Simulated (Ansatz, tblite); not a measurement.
# (CdS)2 ring (Cd2S2): a ladder of methods and basis sets

An exercise on one series of results from a longer session: the logs are not shown, and one member is left open.

Computed with Ansatz 0.2.0, Gaussian basis. Level: as each input shows.

The runs, in order: GFN1-xTB, GFN2-xTB, PBE-D4/def2-TZVP, r2SCAN-D4/def2-TZVP, LDA/def2-TZVP, r2SCAN0-D4/def2-TZVP, LC-ωPBE/def2-TZVP, B3LYP-D4/def2-TZVP, HF/def2-TZVP, ωB97X-V/def2-TZVP, B97M-V/def2-TZVP, PBE-D4/def2-SVP, PBE0-D4/def2-SVP, PBE0-D4/def2-TZVPD, PBE-D4/def2-TZVPD, r2SCAN-D4/def2-TZVPD, CCSD(T)/def2-TZVP, RPA/def2-TZVP.

1 further run of the same task is left out (set aside as unsound or not needed).

### The structure

The geometry is that of the singlet, from an earlier relaxation (r2SCAN-D4/def2-SVP).

4 atoms, charge 0, spin multiplicity 1.

Bond lengths: Cd1–S2 2.457 Å, Cd1–S4 2.457 Å, S2–Cd3 2.457 Å, Cd3–S4 2.457 Å. Angles: S2–Cd1–S4 111.3°, Cd1–S2–Cd3 68.7°, S2–Cd3–S4 111.3°, Cd1–S4–Cd3 68.7°.

Cd takes a core potential in the def2 sets. No spin-orbit coupling is included.

PBE0-D4/def2-TZVP was run before; its log isn't repeated, and its numbers join the tables.

The first run:

Tight binding, by tblite at 300 K electronic temperature and without a spin-polarisation term:

```python
tblite.interface.Calculator('GFN1-xTB', numbers, positions, charge=0, uhf=0).singlepoint()
```

Tight binding, by tblite at 300 K electronic temperature and without a spin-polarisation term:

```python
tblite.interface.Calculator('GFN2-xTB', numbers, positions, charge=0, uhf=0).singlepoint()
```

start.molden holds the orbitals of an earlier run on this state, given as this run's starting guess.

The input, in.yaml:

```yaml
crystal:
  periodic: [false, false, false]
  atoms:
    - {symbol: Cd, position_ang: [-0.680313, -0.737368, -0.957592]}
    - {symbol: S, position_ang: [1.767538, -0.575585, -0.812513]}
    - {symbol: Cd, position_ang: [0.680314, 0.737370, 0.957596]}
    - {symbol: S, position_ang: [-1.767539, 0.575592, 0.812509]}
basis:
  gaussian: {orbitals: def2-TZVP, initial_orbitals: start.molden}
hamiltonian: {xc: pbe, dispersion: d4}
scf: {omitted_lower_state_checks: [starts]}
output: {orbitals: {seedname: orbitals}}
```

On the command line:

```console
$ ansatz run in.yaml --threads 2 --pin off --events-out ev --progress --plain --max-ram 4352MiB
```

Steps of the session up to this table: PBE-D4/def2-TZVP; r2SCAN-D4/def2-TZVP; LDA/def2-TZVP; r2SCAN0-D4/def2-TZVP; LC-ωPBE/def2-TZVP; B3LYP-D4/def2-TZVP; HF/def2-TZVP; ωB97X-V/def2-TZVP; B97M-V/def2-TZVP; PBE-D4/def2-SVP; PBE0-D4/def2-SVP; PBE0-D4/def2-TZVPD; PBE-D4/def2-TZVPD; r2SCAN-D4/def2-TZVPD; CCSD(T)/def2-TZVP; RPA/def2-TZVP.

One of the session's tables, all rows but one given; the rest of the session is left out.

| level | HOMO (eV) | LUMO (eV) | gap (eV) |
| --- | --- | --- | --- |
| HF/def2-TZVP | -8.63 | -0.77 | 7.85 |
| LDA/def2-TZVP | -5.58 | -4.43 | 1.15 |
| PBE-D4/def2-SVP | -5.20 | -4.09 | 1.12 |
| PBE-D4/def2-TZVP | -5.36 | -4.15 | 1.22 |
| PBE-D4/def2-TZVPD | ? | ? | ? |
| r2SCAN-D4/def2-TZVP | -5.56 | -4.01 | 1.55 |
| r2SCAN-D4/def2-TZVPD | -5.60 | -4.04 | 1.56 |
| B97M-V/def2-TZVP | -5.58 | -4.16 | 1.43 |
| B3LYP-D4/def2-TZVP | -6.19 | -3.73 | 2.46 |
| PBE0-D4/def2-SVP | -6.24 | -3.40 | 2.84 |
| PBE0-D4/def2-TZVP | -6.38 | -3.43 | 2.95 |
| PBE0-D4/def2-TZVPD | -6.43 | -3.46 | 2.97 |
| r2SCAN0-D4/def2-TZVP | -6.52 | -3.35 | 3.17 |
| LC-ωPBE/def2-TZVP | -8.85 | -1.49 | 7.36 |
| ωB97X-V/def2-TZVP | -8.53 | -1.65 | 6.89 |

**Question.** Estimate the row for PBE-D4/def2-TZVPD.

As computed: HOMO (eV): -5.43; LUMO (eV): -4.19; gap (eV): 1.24. In the column «HOMO (eV)» it lies between r2SCAN-D4/def2-TZVP (-5.56) and PBE-D4/def2-TZVP (-5.36).
